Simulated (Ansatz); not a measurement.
# C₃H₄N+: functionals against CCSD(T) at one geometry

The atoms stand at a structure displaced at random from a GFN2-xTB minimum. How far do the functionals agree with CCSD(T) there?

Method: single points in def2-TZVPP; program: Ansatz 0.2.0, Gaussian basis.

Cores are frozen in the correlated methods.

### 1 Starting geometry

SMILES `[CH+]=C=NC`, 8 atoms, charge 1, spin multiplicity 1.

Atoms are counted from 1 here; the program's logs count them from 0.

Bond lengths: C1–C2 1.202 Å, C1–H5 1.067 Å, C2–N3 1.234 Å, N3–C4 1.321 Å, C4–H6 1.064 Å, C4–H7 1.107 Å, C4–H8 1.088 Å. Angles: C2–C1–H5 177.0°, C1–C2–N3 167.6°, C2–N3–C4 142.4°, N3–C4–H6 105.5°, N3–C4–H7 114.3°, N3–C4–H8 105.3°, H6–C4–H7 123.7°, H6–C4–H8 96.3°, H7–C4–H8 109.0°.

Coordinates:

```xyz
8

C     0.8107    2.0042   -0.7326
C     0.4985    0.8922   -0.4005
N     0.3850   -0.2271    0.1072
C    -0.5036   -1.1629    0.3884
H     1.1175    2.9693   -1.0689
H    -0.1629   -2.0388   -0.1107
H    -1.5539   -0.8143    0.3688
H    -0.2600   -1.4959    1.3955
```

### 2 CCSD(T)/def2-TZVPP

Input file run/in.yaml:

```yaml
crystal:
  periodic: [false, false, false]
  atoms:
    - {symbol: C, position_ang: [0.810700, 2.004200, -0.732600]}
    - {symbol: C, position_ang: [0.498500, 0.892200, -0.400500]}
    - {symbol: N, position_ang: [0.385000, -0.227100, 0.107200]}
    - {symbol: C, position_ang: [-0.503600, -1.162900, 0.388400]}
    - {symbol: H, position_ang: [1.117500, 2.969300, -1.068900]}
    - {symbol: H, position_ang: [-0.162900, -2.038800, -0.110700]}
    - {symbol: H, position_ang: [-1.553900, -0.814300, 0.368800]}
    - {symbol: H, position_ang: [-0.260000, -1.495900, 1.395500]}
basis:
  gaussian: {orbitals: def2-TZVPP}
total_charge: 1
correlation: {method: ccsd_t}
output: {forces: true}
```

Run with:

```bash
> ansatz run in.yaml --threads 4 --pin off --events-out ev --progress --plain --max-ram 5222MiB
```

### 3 PBE0-D4/def2-TZVPP

run/in.yaml: that of step 2 with these lines changed.

```diff
@@ -14,3 +14,3 @@
 total_charge: 1
-correlation: {method: ccsd_t}
-output: {forces: true}
+hamiltonian: {xc: pbe0, dispersion: d4}
+output: {forces: true, orbitals: {seedname: orbitals}}
```

### 4 wB97M-V/def2-TZVPP

run/in.yaml: that of step 3 with these lines changed.

```diff
@@ -14,3 +14,3 @@
 total_charge: 1
-hamiltonian: {xc: pbe0, dispersion: d4}
-output: {forces: true, orbitals: {seedname: orbitals}}
+hamiltonian: {xc: {name: wB97M-V}}
+output: {forces: true}
```

### 5 r2SCAN-D4/def2-TZVPP

run/in.yaml: that of step 4 with these lines changed.

```diff
@@ -14,3 +14,3 @@
 total_charge: 1
-hamiltonian: {xc: {name: wB97M-V}}
+hamiltonian: {xc: r2scan, dispersion: d4}
 output: {forces: true}
```

### 6 PBE-D4/def2-TZVPP

run/in.yaml: that of step 5 with these lines changed.

```diff
@@ -14,3 +14,3 @@
 total_charge: 1
-hamiltonian: {xc: r2scan, dispersion: d4}
+hamiltonian: {xc: pbe, dispersion: d4}
 output: {forces: true}
```

### 7 r2SCAN0-D4/def2-TZVPP

run/in.yaml: that of step 6 with these lines changed.

```diff
@@ -14,3 +14,3 @@
 total_charge: 1
-hamiltonian: {xc: pbe, dispersion: d4}
+hamiltonian: {xc: {name: r2SCAN0}, dispersion: d4}
 output: {forces: true}
```

### 8 r2SCANh-D4/def2-TZVPP

run/in.yaml: that of step 7 with these lines changed.

```diff
@@ -14,3 +14,3 @@
 total_charge: 1
-hamiltonian: {xc: {name: r2SCAN0}, dispersion: d4}
+hamiltonian: {xc: {name: r2SCANh}, dispersion: d4}
 output: {forces: true}
```

(Steps that only read results are left out.)

Q: Predict the outcome of this session. Wanted: energy less free atoms, CCSD(T)/def2-TZVPP; RMS force component; RMS force error; HOMO and LUMO, PBE0-D4; T1 diagnostic.

The runs gave:

| quantity | value |
| --- | --- |
| energy less free atoms, CCSD(T)/def2-TZVPP | -522.1 kcal/mol |
| RMS force component | 1.562 to 1.782 eV/Å over the methods |
| RMS force error | PBE0-D4 0.374, wB97M-V 0.293, r2SCAN-D4 0.347, PBE-D4 0.415, r2SCAN0-D4 0.389, r2SCANh-D4 0.356 eV/Å |
| HOMO and LUMO, PBE0-D4 | -13.54 and -11.08 eV |
| T1 diagnostic | 0.022 |

Against CCSD(T) the functionals' energies less atoms differ by -68.4 to -14.1 kcal/mol, PBE-D4 by -68.4 kcal/mol. CCSD(T) in triple zeta still lacks some correlation energy of the bonds, so part of these gaps is its own basis error and they don't rank the functionals. The forces of wB97M-V come nearest to CCSD(T), those of PBE-D4 are farthest. Frozen-core CCSD(T) forces in triple zeta carry basis errors of their own, and this is one geometry, so small gaps rank nothing. The restricted Hartree–Fock reference is unstable towards an unrestricted one at one or more of these structures.
